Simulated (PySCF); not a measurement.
Species: C6H9 (doublet state).
Atom-mapped SMILES: `[CH2:1][C@@H:2]1[CH:3]=[C:4]([CH3:5])[CH2:6]1` (hydrogens: H7, H8 on C1; H9 on C2; H10 on C3; H11, H12, H13 on C5; H14, H15 on C6)

Structure used (GFN2-xTB), in Å, numbered top down from 1:
```xyz
15
C6H9 angstrom
C      2.267    0.593    0.301
C      1.258   -0.206   -0.379
C      0.060    0.587   -0.917
C     -0.831   -0.024   -0.141
C     -2.297    0.057    0.059
C      0.189   -0.913    0.523
H      1.988    1.191    1.148
H      3.247    0.726   -0.114
H      1.700   -0.867   -1.127
H      0.025    1.377   -1.643
H     -2.766   -0.897   -0.184
H     -2.727    0.832   -0.570
H     -2.522    0.279    1.102
H      0.326   -0.748    1.590
H      0.078   -1.979    0.331
```

The hyperfine couplings belong to this conformer and change with its torsions.

Computed with UKS B3LYP, pcH-1 on C H, non-relativistic, mean-field spin-orbit, GIAO (PySCF 2.14.0). Geometry: GFN2-xTB, one conformer, isolated molecule. A GFN2-xTB geometry isn't a minimum of the functional, and hyperfine couplings can be far from their values at a DFT geometry. No stability test was run, so a lower SCF solution isn't excluded.

Computed for the main isotopes (class means, splittings of 0.05 mT or more): g = 2.0026; H7/H8 1H -60.4 MHz (2.16 mT); H15 1H +12.3 MHz (0.44 mT); H9 1H +9.5 MHz (0.34 mT); H11/H12/H13 1H +2.0 MHz (0.07 mT); H14 1H -1.5 MHz (0.05 mT); 96 first-order lines, 5.36 mT wide. Two of these splittings differ by less than 0.03 mT, so with lines wider than that fewer lines would be seen.

(1) What changes when 1H at H9 is replaced by 2H?

(2) Where do the 13C satellites of C3 appear, and how strong are they?

(3) Where do the 13C satellites of C1 appear, and how strong are they?

## Answers

(1) The spin density stays the same (vibrational effects aside), so a scales with the nuclear g factor: 0.85744/5.58569 = 0.1535, so a goes from +9.5 to +1.5 MHz (0.052 mT). The spin goes from 1/2 to 1, so the 1:1 doublet becomes a 1:1:1 triplet. The spectrum then has 144 first-order lines over 5.12 mT.

(2) a = +98.2 MHz, or 3.51 mT in magnitude, and I = 1/2, so to first order each main line has two satellites, at ±1.75 mT. The isotope's abundance is about 1.07 %, shared among 2 lines, so each has 0.54 % of the main line's intensity.

(3) a = +88.9 MHz, or 3.17 mT in magnitude, and I = 1/2, so to first order each main line has two satellites, at ±1.59 mT. The isotope's abundance is about 1.07 %, shared among 2 lines, so each has 0.54 % of the main line's intensity.

Class means assume fast exchange of nuclei equivalent by connectivity; if that motion is slow, each nucleus keeps its own coupling. The three 1H nuclei of mean +2.0 MHz run from -0.4 to 4.9 MHz in the frozen geometry.
